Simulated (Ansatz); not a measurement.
**CH₂O₂S: how energies converge with the basis set**

One table from this session's results is given with a row withheld; the runs are named, their logs left out.

Program: Ansatz 0.2.0, Gaussian basis. Level of theory: one geometry, several basis sets. These are calculated values, not measurements.

Levels to be run: PBE0-D4/def2-SVP; ωB97M-V/def2-SVP; PBE0-D4/def2-QZVPP; ωB97M-V/def2-QZVPP; the functionals' def2-TZVPP values are taken from earlier runs.

## Structure used throughout

All runs share one geometry, relaxed beforehand with PBE0-D4 in a triple-zeta def2 set.

SMILES `OC(O)=S`, 6 atoms, charge 0, spin multiplicity 1.

Atoms are counted from 1 here; the program's logs count them from 0.

Bond lengths: O1–C2 1.336 Å, O1–H5 0.966 Å, C2–O3 1.320 Å, C2–S4 1.626 Å, O3–H6 0.968 Å. Angles: C2–O1–H5 106.9°, O1–C2–O3 110.7°, O1–C2–S4 124.8°, O3–C2–S4 124.4°, C2–O3–H6 109.2°.

Geometry (Å):

```
O     0.7816    0.4774   -0.5005
C    -0.3081   -0.1239   -0.0163
O    -0.0986   -0.5493    1.2154
S    -1.7046   -0.3104   -0.8279
H     0.5679    0.7650   -1.3981
H     0.8039   -0.3230    1.4813
```

The first run:

Contents of in.yaml:

```yaml
crystal:
  periodic: [false, false, false]
  atoms:
    - {symbol: O, position_ang: [0.781640, 0.477432, -0.500515]}
    - {symbol: C, position_ang: [-0.308060, -0.123946, -0.016251]}
    - {symbol: O, position_ang: [-0.098578, -0.549265, 1.215352]}
    - {symbol: S, position_ang: [-1.704599, -0.310351, -0.827875]}
    - {symbol: H, position_ang: [0.567916, 0.764957, -1.398105]}
    - {symbol: H, position_ang: [0.803882, -0.323027, 1.481293]}
basis:
  gaussian: {orbitals: def2-SVP}
hamiltonian: {xc: pbe0, dispersion: d4}
output: {orbitals: {seedname: orbitals}}
```

Launch:

```console
> ansatz run in.yaml --threads 2 --pin off --events-out ev --progress --plain --max-ram 4352MiB
```

Among the steps run: PBE0-D4 in def2-SVP; ωB97M-V in def2-SVP; PBE0-D4 in def2-QZVPP; ωB97M-V in def2-QZVPP.

One table of the session follows, with a row left open; its other results are not shown here.

It belongs to the step «Density functionals: the series». 

| functional | basis | HOMO (eV) |
| --- | --- | --- |
| PBE0-D4 | def2-SVP | ? |
| PBE0-D4 | def2-TZVPP | -6.89 |
| PBE0-D4 | def2-QZVPP | -6.95 |
| ωB97M-V | def2-SVP | -8.85 |
| ωB97M-V | def2-TZVPP | -9.09 |
| ωB97M-V | def2-QZVPP | -9.16 |

**Question.** Estimate the row for PBE0-D4, def2-SVP.

**Answer.** HOMO (eV): -6.69. In the column «HOMO (eV)» it is the highest.
